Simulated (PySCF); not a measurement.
**SiO2 (silicon dioxide molecule) at M06-2X/cc-pVTZ**

Aim: the energy change on altering one bond length of SiO2 (silicon dioxide molecule) at M06-2X/cc-pVTZ, from 2 runs. The job is set up through a Python script.

Program for the calculation: PySCF 2.14.0.

4 further runs of the same task are left out: 4 set aside as unsound or not needed.

### 1 Starting point

The species is SiO2 (3 atoms), meant as a singlet with charge 0. SMILES: `O=[Si]=O`. The coordinates come from a GFN2-xTB relaxation.

Bond lengths: O1–Si2 1.491 Å, Si2–O3 1.491 Å. Angles: O1–Si2–O3 179.9°.

### 2 A single-point energy at M06-2X/cc-pVTZ

The input, run.py:

```python
# O=[Si]=O
from pyscf import gto, dft

system = gto.M(
    atom='O 0.691230 1.217290 0.513740; Si -0.000730 0.000440 -0.000160; O -0.690510 -1.217740 -0.513580',
    max_memory=1860,
    basis='cc-pvtz',
    charge=0,
    verbose=4,
)

mf = dft.RKS(system)
mf.xc = 'm06-2x'
mf.grids.level = 5
mf.conv_tol = 1e-10
mf.kernel()
if not mf.converged:
    mf = mf.newton().run(mf.mo_coeff, mf.mo_occ)

energy = mf.e_tot
print(f'total energy: {energy:.8f} hartree')
```

Command:

```sh
$ OMP_NUM_THREADS=1 python run.py
```

Log:

```text
PySCF version 2.14.0

[INPUT] num. atoms = 3
[INPUT] num. electrons = 30
[INPUT] charge = 0
[INPUT] spin (= nelec alpha-beta = 2S) = 0
[INPUT] symmetry False subgroup None
[INPUT] Mole.unit = angstrom
[INPUT] Symbol           X                Y                Z      unit          X                Y                Z       unit  Magmom
[INPUT]  1 O      0.691230000000   1.217290000000   0.513740000000 AA    1.306235389083   2.300344714172   0.970827899234 Bohr   0.0
[INPUT]  2 Si    -0.000730000000   0.000440000000  -0.000160000000 AA   -0.001379500071   0.000831479495  -0.000302356180 Bohr   0.0
[INPUT]  3 O     -0.690510000000  -1.217740000000  -0.513580000000 AA   -1.304874786273  -2.301195090928  -0.970525543054 Bohr   0.0

nuclear repulsion = 90.84965725506
number of shells = 27
number of NR pGTOs = 143
number of NR cGTOs = 94
basis = cc-pvtz
ecp = {}

******** <class 'pyscf.dft.rks.RKS'> ********
method = RKS
initial guess = minao
damping factor = 0
level_shift factor = 0
DIIS = <class 'pyscf.scf.diis.CDIIS'>
diis_start_cycle = 1
diis_space = 8
diis_damp = 0
SCF conv_tol = 1e-10
SCF conv_tol_grad = None
SCF max_cycles = 50
direct_scf = True
direct_scf_tol = 1e-13
XC library pyscf.dft.libxc version 7.0.0
    S. Lehtola, C. Steigemann, M. J.T. Oliveira, and M. A.L. Marques.,  SoftwareX 7, 1–5 (2018)
XC functionals = m06-2x
    Y. Zhao and D. G. Truhlar.,  Theor. Chem. Acc. 120, 215 (2008)
    Y. Zhao and D. G. Truhlar.,  Theor. Chem. Acc. 120, 215 (2008)
radial grids:
    Treutler-Ahlrichs [JCP 102, 346 (1995); DOI:10.1063/1.469408] (M4) radial grids

becke partition: Becke, JCP 88, 2547 (1988); DOI:10.1063/1.454033
pruning grids: <function nwchem_prune>
grids dens level: 5
symmetrized grids: False
atomic radii adjust function: <function treutler_atomic_radii_adjust>
small_rho_cutoff = 0
Set gradient conv threshold to 1e-05
Initial guess from minao.
tot grids = 129512
init E= -440.147010365465
  HOMO = -0.484122668076743  LUMO = -0.16542563274688  gap/eV = 8.67219
cycle= 1 E= -439.701683090221  delta_E= 0.445  |g|= 1.08  |ddm|= 1.73
  HOMO = -0.282470427096007  LUMO = -0.0678882415234074  gap/eV = 5.83908
cycle= 2 E= -439.228493024513  delta_E= 0.473  |g|= 1.93  |ddm|= 1.26
  HOMO = -0.422765016976708  LUMO = -0.0932563165082989  gap/eV = 8.96639
cycle= 3 E= -439.940709941943  delta_E= -0.712  |g|= 0.0394  |ddm|= 0.784
  HOMO = -0.422049601700172  LUMO = -0.0821760328201897  gap/eV = 9.24843
cycle= 4 E= -439.941148398405  delta_E= -0.000438  |g|= 0.00833  |ddm|= 0.0452
  HOMO = -0.423147715765555  LUMO = -0.0829070844084594  gap/eV = 9.25842
cycle= 5 E= -439.941177615744  delta_E= -2.92e-05  |g|= 0.00274  |ddm|= 0.01
  HOMO = -0.422631587604473  LUMO = -0.0825686219237802  gap/eV = 9.25358
cycle= 6 E= -439.941180519242  delta_E= -2.9e-06  |g|= 0.000931  |ddm|= 0.00248
  HOMO = -0.422650447451108  LUMO = -0.0827109226967071  gap/eV = 9.25023
cycle= 7 E= -439.941180839154  delta_E= -3.2e-07  |g|= 0.000995  |ddm|= 0.00126
  HOMO = -0.422652138250855  LUMO = -0.0827274575640224  gap/eV = 9.24982
cycle= 8 E= -439.941181029871  delta_E= -1.91e-07  |g|= 0.000135  |ddm|= 0.000461
  HOMO = -0.422644747403693  LUMO = -0.0827130613407796  gap/eV = 9.25001
cycle= 9 E= -439.941181035633  delta_E= -5.76e-09  |g|= 1.2e-05  |ddm|= 0.00012
  HOMO = -0.422646089487  LUMO = -0.082714433968885  gap/eV = 9.25001
cycle= 10 E= -439.941181035677  delta_E= -4.35e-11  |g|= 1.22e-06  |ddm|= 1.55e-05
  HOMO = -0.422646164238904  LUMO = -0.082714475157962  gap/eV = 9.25001
Extra cycle  E= -439.941181035678  delta_E= -1.48e-12  |g|= 1.41e-06  |ddm|= 1.79e-06
converged SCF energy = -439.941181035678
total energy: -439.94118104 hartree
```

Run time: 18 s. Hardware: 1 thread of Arm Neoverse V2, shared host; peak memory 0.48 GiB.

### 3 The distorted shape

The input, run.py:

```python
from pyscf import gto, dft

system = gto.Mole()
system.atom = '''
O      0.898801     1.582314     0.667897
Si    -0.000730     0.000440    -0.000160
O     -0.690510    -1.217740    -0.513580
'''
system.spin = 0
system.verbose = 3
system.max_memory = 1860
system.basis = 'cc-pvtz'
system.build()

ks = dft.RKS(system, xc='m06-2x')
ks.conv_tol = 1e-10
ks.grids.level = 5
ks.kernel()
if not ks.converged:
    ks = ks.newton().run(ks.mo_coeff, ks.mo_occ)

etot = ks.e_tot
print('E(%s) = %.9f' % ('M06-2X', etot))
```

Command:

```sh
$ OMP_NUM_THREADS=1 python run.py
```

Log:

```text
converged SCF energy = -439.844590773761
E(M06-2X) = -439.844590774
```

Run time: 20 s. Hardware: 1 thread of Arm Neoverse V2, shared host; peak memory 0.48 GiB.

### 4 Summary of results

At M06-2X/cc-pVTZ:

```
                                                          quantity          value
                                         first shape: total energy  -439.94118 Eh
                                        first shape: dipole moment         0.01 D
                                          first shape: HOMO energy      -11.50 eV
                                          first shape: LUMO energy       -2.25 eV
                                        first shape: HOMO–LUMO gap        9.25 eV
                                     distorted shape: total energy  -439.84459 Eh
                                    distorted shape: dipole moment         0.88 D
                                      distorted shape: HOMO energy      -10.52 eV
                                      distorted shape: LUMO energy       -3.38 eV
                                    distorted shape: HOMO–LUMO gap        7.14 eV
energy change with the O1–Si2 bond stretched from 1.491 to 1.938 Å       2.628 eV
```

What this shows: With the O1–Si2 bond stretched from 1.491 to 1.938 Å the energy rises by 2.63 eV (254 kJ/mol). The first shape isn't relaxed at this level, so the change isn't measured from a minimum. Mulliken charges (first shape) run from -0.40 on O1 to +0.79 on Si2. Mulliken charges (distorted shape) run from -0.47 on O1 to +0.82 on Si2; they depend strongly on the basis.
